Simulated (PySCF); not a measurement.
## Partial charges of `[S-]c1ccco1`

C4H3OS (charge -1).
Z-matrix (Å and degrees, GFN2-xTB geometry), rows numbered from 1:
```
S 
C   1  1.6859
C   2  1.3832  1  130.69
C   3  1.4096  2  106.68  1  -179.96
C   4  1.3595  3  106.66  2     0.01
O   5  1.3610  4  110.45  3    -0.03
H   3  1.0726  2  125.63  1     0.05
H   4  1.0769  3  127.13  2   179.96
H   5  1.0745  4  132.68  3  -179.96
```

Density: PBE0/pcSseg-1 (PySCF); schemes: Mulliken, IAO, Hirshfeld and ESP-fitted. Isolated species at its GFN2-xTB geometry, gas phase. The pcSseg-1 basis has no diffuse functions, a weakness for an anion. The HOMO energy is positive at this level (+0.12 eV), so the outermost electrons may be held by the finite basis alone.

At which atom do the 4 schemes differ most?

At O6: from -0.395 (Mulliken) to -0.107 e (Hirshfeld), 0.288 e apart.

Do the Mulliken, IAO, Hirshfeld and ESP-fitted schemes agree on where the charge is lowest?

All schemes agree: Mulliken S1 (-0.536); IAO S1 (-0.552); Hirshfeld S1 (-0.573); ESP-fitted S1 (-0.707).

What partial charge does each atom carry?

In e:

```csv
atom,environment,Mulliken,IAO,Hirshfeld,ESP-fitted
S1,thiolate sulfur,-0.536,-0.552,-0.573,-0.707
C2,substituted aromatic carbon,+0.129,+0.066,-0.001,+0.126
C3,aromatic CH carbon,-0.197,-0.312,-0.168,-0.144
C4,aromatic CH carbon,-0.179,-0.239,-0.136,-0.382
C5,aromatic CH next to a ring oxygen,+0.080,-0.083,-0.074,-0.073
O6,furan-type oxygen,-0.395,-0.272,-0.107,-0.168
H7,aromatic hydrogen,+0.022,+0.136,+0.017,+0.087
H8,aromatic hydrogen,+0.035,+0.126,+0.021,+0.158
H9,aromatic hydrogen,+0.041,+0.131,+0.021,+0.102
```

Mean size of the charges over all atoms: ESP-fitted 0.216 e, IAO 0.213 e, Mulliken 0.179 e, Hirshfeld 0.124 e. Each set sums to the total charge, -1, to within 0.001 e. The Hirshfeld scheme divides the density at each point in proportion to the densities of the neutral, spherically averaged free atoms. The ESP scheme is a least-squares fit of atom-centred charges to the potential on four shells outside the van der Waals surface, with the total charge fixed.

Sum the charges by element, for elements with more than one atom.

```json
{"element": "C", "atoms": "4", "Mulliken": "-0.167", "IAO": "-0.568", "Hirshfeld": "-0.378", "ESP-fitted": "-0.473"}
{"element": "H", "atoms": "3", "Mulliken": "+0.098", "IAO": "+0.393", "Hirshfeld": "+0.059", "ESP-fitted": "+0.347"}
```

How many electrons does the Mulliken scheme count on C5?

Z − q = 6 − (+0.080) = 5.920.
